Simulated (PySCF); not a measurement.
Structure problem from calculated spectra and properties.

Elements present: C, H and S. Monoisotopic mass: 102.9671 u (electron mass counted); charge +1.

| Item | Value |
| --- | --- |
| NMR, other nuclei | isotropic shieldings of nuclei other than C and H, by class: 69 (2 S) ppm [GIAO B97-2/pcSseg-2] |
| Rotational structure | rotational constants A, B, C: 6.861, 3.496, 2.316 GHz [PBE0-D3(BJ)/def2-SVP] |
| UV, strongest line | among the 10 lowest singlet transitions: S6 at 7.38 eV (168 nm, f = 0.282) [TDDFT wB97X-D/def2-SVPD] |
| UV, first state | lowest singlet excitation: 5.12 eV (242 nm, f = 0.053) [TDDFT wB97X-D/def2-SVPD] |
| 13C NMR | chemical shifts (computed TMS as zero) by class: 189.3 (1 C), 154.2 (2 C) ppm [GIAO B97-2/pcSseg-2] |
| Triplet | lowest triplet excitation (Tamm–Dancoff): 3.54 eV [TDA wB97X-D/def2-SVPD] |
| 1H NMR | chemical shifts (computed TMS as zero) by class: 10.67 (1 H), 9.36 (2 H) ppm [GIAO B97-2/pcSseg-2] |
| Polarisability | 59.7 au [wB97X-D/def2-SVPD] |

Gas-phase values; electronic properties from PySCF, density fitting. Levels stand in brackets. Geometry: PBE0-D3(BJ)/def2-SVP; no solvent, vibrations or thermal averaging. NMR classes are plain means over equivalent atoms (diastereotopic ones count apart unless rotation or inversion swaps them), as if these changed places fast.

Question: Which formula fits the mass and the elements?

Answer: C3H3S2 (calculated 102.9671). No other formula that holds each of these elements comes within 0.0003 u with a fitting electron parity and a possible valence count.

Question: Propose a structure and show how it fits.

Answer: Numbering: `[cH:1]1[cH:2][s:3][cH+:4][s:5]1`. 3 carbons fall into 2 classes; from least to most shielded: aromatic CH next to a ring sulfur [C4] (189.3 ppm), aromatic CH next to a ring sulfur [C1/C2] (154.2 ppm, 2 C). Hydrogen classes from least to most shielded: 1 H on an aromatic CH next to a ring sulfur, C4 (10.67 ppm), 2 H on 2 like atoms (aromatic CH next to a ring sulfur), C1/C2 (9.36 ppm). The other shieldings belong to: 69 ppm, ring sulfur [S3/S5]. S1 is mainly HOMO→LUMO (weight 0.96); the largest Löwdin shares of the orbital it empties are 0.28 on each of 2 atoms of one kind (aromatic CH next to a ring sulfur) and 0.24 on an aromatic CH next to a ring sulfur, of the orbital it fills 0.35 on an aromatic CH next to a ring sulfur and 0.25 on each of 2 atoms of one kind (ring sulfur). The optimised geometry has point group C2v and is an asymmetric top. Structure: `C1=CS[CH+]S1`. The assignments are read from this structure; whether some other isomer fits the data as well wasn't checked.
